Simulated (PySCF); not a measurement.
C3H4ClF.
InChI=1S/C3H4ClF/c4-2-1-3-5/h1,3H,2H2/b3-1+

The calculation used EOM-IP-CCSD/aug-cc-pVDZ in PySCF, restricted Hartree–Fock reference, frozen core, non-relativistic, gas phase, PBE0-D3(BJ)/def2-SVP geometry.

Hartree–Fock orbital energies give these Koopmans values (eV): HOMO 10.45, HOMO-1 11.98, HOMO-2 12.16, HOMO-3 15.02, HOMO-4 15.36, HOMO-5 16.36, HOMO-6 16.99, HOMO-7 19.28.

Question: What vertical ionisation energies does EOM-IP-CCSD give?

Answer: 
```tsv
leading hole (HF orbital)	Koopmans (eV)	EOM-IP-CCSD (eV)	change (eV)	one-hole share
HOMO	10.45	10.19	-0.26	0.96
HOMO-1	11.98	11.11	-0.87	0.96
HOMO-2	12.16	11.27	-0.89	0.95
HOMO-3	15.02	13.67	-1.35	0.95
HOMO-4	15.36	14.38	-0.98	0.95
HOMO-5	16.36	14.60	-1.76	0.95
HOMO-6	16.99	15.53	-1.46	0.94
HOMO-7	19.28	16.64	-2.64	0.93
```

Question: Does the order of the lines follow the orbital energies?

Answer: Yes, no two lines change places. The corrections run from -2.64 to -0.26 eV, with a mean of -1.28 eV over the 8 lines; no line lies above its Koopmans value.

Question: At what kinetic energies would He I light (21.22 eV) eject these electrons?

Answer: 11.03 eV (HOMO), 10.11 eV (HOMO-1), 9.95 eV (HOMO-2), 7.55 eV (HOMO-3), 6.84 eV (HOMO-4), 6.62 eV (HOMO-5), 5.69 eV (HOMO-6), 4.58 eV (HOMO-7).

One root was sought for each valence orbital with −ε under 21 eV, eight at most, so deeper holes and satellites are missing; no vibrational structure.

Conformer computed: `[F:1]/[CH:2]=[CH:3]/[CH2:4][Cl:5]`: C2–C3–C4–Cl5 -114°.

One conformer stands for the species.
